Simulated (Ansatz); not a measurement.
A nudged elastic band was laid between two geometries of C2H6N2O (11 atoms, charge 0, multiplicity 1).

These are results of RKS PBE0-D4/6-31G* in Ansatz, not measurements.

```
movable images  : 9
climbing image  : yes
spring          : 5.0 eV/Å²
optimiser       : quadratic models (default)
start path      : through a guess of the saddle point
force threshold : 0.05 eV/Å
iteration limit : 58
end points      : relaxed
```

Image 0:

```xyz
11
Properties=species:S:1:pos:R:3
N -1.109 0.354 0.787
C 0.089 -0.145 0.254
N 1.003 -0.687 1.177
C 0.343 -0.175 -1.062
O -0.449 0.551 -1.935
H -0.951 1.089 1.470
H -1.699 0.709 0.042
H 0.554 -0.900 2.059
H 1.821 -0.112 1.327
H 1.208 -0.696 -1.464
H -0.746 -0.046 -2.634
```

Image 10:

```xyz
11
Properties=species:S:1:pos:R:3
N -1.013 0.676 0.790
C 0.079 -0.040 0.303
N 0.744 -0.765 1.299
C 0.445 -0.019 -0.990
O -0.328 0.674 -1.912
H -1.518 1.115 0.030
H -1.626 0.100 1.357
H 0.991 -0.172 2.086
H 1.571 -1.234 0.949
H 1.391 -0.431 -1.336
H -0.670 0.039 -2.556
```

Problem. What changes between the two ends?

Solution. No bond is made or broken. The dihedral H7–N1–C2–C4 goes from -3 to 131°.

Problem. What energy profile does the band end with?

Solution. The run converged. The highest image is number 5 of 0 to 10, 0.156 eV above the first end and 0.277 eV above the last; the last end lies 0.121 eV below the first. A vibrational analysis at the climbing image gives one clearly imaginary mode, 282i cm⁻¹: a first-order saddle point.

```
image  path coordinate (Å)  energy (eV)  dihedral H7–N1–C2–C4 (°)
    0                 0.00        0.000                        -3
    1                 0.34        0.007                         1
    2                 0.67        0.037                        11
    3                 1.00        0.087                        23
    4                 1.34        0.135                        37
    5                 1.67        0.156                        52
    6                 1.99        0.135                        67
    7                 2.31        0.075                        84
    8                 2.63       -0.011                       100
    9                 2.95       -0.090                       116
   10                 3.27       -0.121                       131
```

Problem. What is the geometry of the highest image?

Solution. 
```xyz
11
Properties=species:S:1:pos:R:3
N -1.086 0.433 0.913
C 0.090 -0.138 0.334
N 0.895 -0.790 1.273
C 0.345 -0.085 -0.981
O -0.506 0.613 -1.817
H -1.082 1.436 0.743
H -1.899 0.089 0.406
H 0.759 -0.395 2.195
H 1.877 -0.834 1.030
H 1.240 -0.516 -1.425
H -0.567 0.130 -2.651
```

Problem. What are the harmonic wavenumbers there?

Solution. 282i, 183, 224, 254, 340, 449, 529, 622, 713, 791, 916, 936, 1116, 1222, 1233, 1249, 1369, 1435, 1667, 1687, 1813, 3189, 3509, 3573, 3582, 3685, 3820 cm⁻¹.

The band took 9 iterations and about 5 core-minutes.

Time of the run: 4.8 min on 1 thread of Intel(R) Xeon(R) Processor @ 2.70GHz, with other jobs on the host, peak memory 0.18 GiB.
